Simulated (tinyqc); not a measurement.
Worked calculation: RHF in the sto-3g basis, for H2F+, spin multiplicity 1. One step of it, computed by the program tinyqc.

Question. Iteration 2: diagonalisation and new density. Diagonalise F' = X^T F X, C = X C', fill 5 alpha and 5 beta electrons from the bottom; D = 2 C_occ C_occ^T. Each column has its largest component positive (the first on a tie).

extrapolated F (hartree):
```
,1F 1s,1F 2s,1F 2px,1F 2py,1F 2pz,2H 1s,3H 1s
1F 1s,-25.618791,-6.579512,-0.002242,-0.000292,-0.007441,-0.758733,-0.759775
1F 2s,-6.579512,-3.120934,-0.002309,0.000713,-0.105816,-0.745233,-0.750904
1F 2px,-0.002242,-0.002309,-0.488141,0.008546,-0.004023,-0.043252,0.009371
1F 2py,-0.000292,0.000713,0.008546,-0.592700,-0.004113,-0.346798,0.344101
1F 2pz,-0.007441,-0.105816,-0.004023,-0.004113,-0.527190,-0.186378,-0.211728
2H 1s,-0.758733,-0.745233,-0.043252,-0.346798,-0.186378,-0.496686,-0.162851
3H 1s,-0.759775,-0.750904,0.009371,0.344101,-0.211728,-0.162851,-0.504134
```

X:
```
,1,2,3,4,5,6,7
1F 1s,-0.439963,0.000000,0.676494,0.000000,-0.593593,0.000000,0.247637
1F 2s,0.963009,0.000000,-0.186577,0.000000,-0.236447,0.000000,0.505230
1F 2px,0.000000,0.000000,0.000000,1.000000,0.000000,0.000000,0.000000
1F 2py,0.000000,0.819228,0.000000,0.000000,0.000000,0.677084,0.000000
1F 2pz,0.297696,0.000000,0.694227,0.000000,0.659956,0.000000,0.163406
2H 1s,-0.555815,-0.684407,-0.243461,0.000000,0.206835,0.405231,0.383433
3H 1s,-0.555815,0.684407,-0.243461,0.000000,0.206835,-0.405231,0.383433
```

Give: F' = X^T F X; orbital energies; coefficients C; D after iteration 2.

Answer.

F' = X^T F X (hartree):
```
,1,2,3,4,5,6,7
1,-1.8025,-0.0049,3.7931,0.0164,-3.6466,0.0041,1.7142
2,-0.0049,0.0607,-0.0126,0.0430,-0.0138,-0.0507,-0.0081
3,3.7931,-0.0126,-9.9855,0.0044,9.8755,0.0045,-6.0158
4,0.0164,0.0430,0.0044,-0.4881,-0.0078,-0.0155,-0.0154
5,-3.6466,-0.0138,9.8755,-0.0078,-10.8852,0.0044,6.4363
6,0.0041,-0.0507,0.0045,-0.0155,0.0044,-0.7617,0.0031
7,1.7142,-0.0081,-6.0158,-0.0154,6.4363,0.0031,-5.1592
```

orbital energies (hartree): MO1 -25.6296, MO2 -1.5482, MO3 -0.7656, MO4 -0.5611, MO5 -0.4909, MO6 -0.0943, MO7 0.0682

coefficients C:
```
,MO1,MO2,MO3,MO4,MO5,MO6,MO7
1F 1s,0.9944,-0.2527,-0.0016,0.0629,-0.0025,0.0905,0.0018
1F 2s,0.0233,0.9585,0.0063,-0.2984,0.0081,-0.5147,-0.0104
1F 2px,0.0001,0.0046,0.0466,0.1367,0.9848,-0.0561,0.0781
1F 2py,0.0000,-0.0001,0.7227,0.0273,-0.1006,-0.0244,0.7719
1F 2pz,0.0012,0.0996,-0.0223,0.8740,-0.1449,-0.4854,-0.0443
2H 1s,-0.0035,0.0862,0.3646,0.2190,0.0479,0.7229,-0.6910
3H 1s,-0.0035,0.0939,-0.3636,0.2379,-0.0342,0.6877,0.7203
```

D after iteration 2:
```
,1F 1s,1F 2s,1F 2px,1F 2py,1F 2pz,2H 1s,3H 1s
1F 1s,2.1134,-0.4756,0.0099,0.0017,0.0628,-0.0244,-0.0230
1F 2s,-0.4756,2.0168,-0.0561,-0.0091,-0.3332,0.0397,0.0328
1F 2px,0.0099,-0.0561,1.9815,-0.1233,-0.0475,0.1890,-0.0353
1F 2py,0.0017,-0.0091,-0.1233,1.0664,0.0447,0.5294,-0.5058
1F 2pz,0.0628,-0.3332,-0.0475,0.0447,1.5906,0.3698,0.4607
2H 1s,-0.0244,0.0397,0.1890,0.5294,0.3698,0.3813,-0.1480
3H 1s,-0.0230,0.0328,-0.0353,-0.5058,0.4607,-0.1480,0.3977
```
